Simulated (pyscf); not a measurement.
Thermochemistry of product channels of O=CH–OH (SMILES O=CO) + BH₃ (SMILES B) on the singlet surface, in kcal/mol, from CCSD(T)/def2-TZVPP + ΔMP2(QZVPP) energies (ideal gas, 1 atm, RRHO with modes under 100 cm⁻¹ raised to 100, one conformer, R ln 2 for rigid chiral ones). Single points on ωB97X-D3(BJ)/def2-SVP structures (PySCF, gas phase). MP2 and CC: frozen core, UHF for open shells. ΔMP2 is the change of the MP2 total energy from the triple- to the quadruple-zeta basis.

```tsv
products	ΔE	ΔH(298 K)	ΔG(600 K)	ΔG(1200 K)
H₂B–OH (SMILES BO) + H₂C=O (SMILES C=O)	-27.1	-25.9	-27.6	-28.9
H₂O (SMILES O) + H₂B–CH=O (SMILES BC=O)	+8.3	+8.4	+5.3	+1.3
H₂B–O–CH₂–OH (SMILES BOCO)	-40.7	-36.1	-15.3	+4.9
```

The channel to H₂B–O–CH₂–OH turns unfavourable between 298 and 1200 K (ΔG from -25.8 kcal/mol to +4.9 kcal/mol).

These are energies of the channels, which say nothing of barriers. H₂B–CH=O lies 78.8 kcal/mol over its isomer H₃C–B=O, and others may lie lower still (electronic energy, ωB97M-D3(BJ)). H₂B–O–CH₂–OH lies 45.1 kcal/mol over its isomer H₃C–O–BH–OH, and others may lie lower still (electronic energy, ωB97M-D3(BJ)). The CCSD(T) − MP2 part came from Ansatz, without density fitting, on the same reference.
